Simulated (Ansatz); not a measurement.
[SiH$_{3}$···H···N], quartet: transfer scan

Starting geometry:

```yaml
atoms:
  - { symbol: Si, position_ang: [-0.9739, 0.0000, 0.0000] }
  - { symbol: H, position_ang: [-1.4688, 1.3997, 0.0000] }
  - { symbol: H, position_ang: [-1.4688, -0.6999, 1.2122] }
  - { symbol: H, position_ang: [-1.4688, -0.6999, -1.2122] }
  - { symbol: H, position_ang: [0.5107, 0.0000, 0.0000] }
  - { symbol: N, position_ang: [2.2331, 0.0000, 0.0000] }
```

From there H5 is moved from one fragment to the other while all else, the fragments' distance too, stays fixed, so the hump isn't the reaction's barrier; atoms are numbered as listed. Energies are in eV, counted from the starting geometry at the same level.

Basis cc-pVDZ; Ansatz 0.2.0. Correlated methods freeze the noble-gas cores. R marks a restricted (for open shells ROHF) determinant, U an unrestricted one.

Full CI isn't at hand for all of this; UCCSDT(Q) serves as the reference, and is uncertain by about the last step of the cluster series. The frozen core follows each run's orbitals, which can shift R against U totals by a few meV.

| distance Si1-H5 (Å) | UCCSDT(Q) | error RHF | error UHF | error RMP2 | error UMP2 | error RCCSDT | error UCCSDT |
| --- | --- | --- | --- | --- | --- | --- | --- |
| 1.381 | 0.041 | -0.064 | -0.052 | -0.016 | -0.013 | 0.000 | 0.000 |
| 1.485 | 0.000 | 0.000 | 0.000 | 0.000 | 0.000 | 0.000 | 0.000 |
| 1.582 | 0.140 | 0.095 | 0.071 | 0.026 | 0.020 | 0.001 | 0.001 |
| 1.680 | 0.363 | 0.243 | 0.166 | 0.068 | 0.052 | 0.001 | 0.001 |
| 1.777 | 0.573 | 0.460 | 0.275 | 0.123 | 0.095 | 0.003 | 0.003 |
| 1.875 | 0.688 | 0.730 | 0.373 | 0.111 | 0.124 | 0.004 | 0.004 |
| 1.972 | 0.669 | 0.772 | 0.410 | 0.030 | 0.099 | 0.004 | 0.004 |
| 2.070 | 0.580 | 0.598 | 0.362 | 0.022 | 0.043 | 0.003 | 0.003 |
| 2.167 | 0.575 | 0.431 | 0.264 | -0.015 | -0.002 | 0.002 | 0.002 |

Errors are those of relative energies. In total energy the starting point itself misses UCCSDT(Q) by: RHF 6.764, UHF 6.662, RMP2 1.428, UMP2 1.410, RCCSDT 0.005, UCCSDT 0.003 eV.

Spread of the error over the points with a reference, to 2.167 Å (largest less smallest): UCCSDT 0.004, RCCSDT 0.004, UMP2 0.137, RMP2 0.139, UHF 0.462, RHF 0.836 eV.
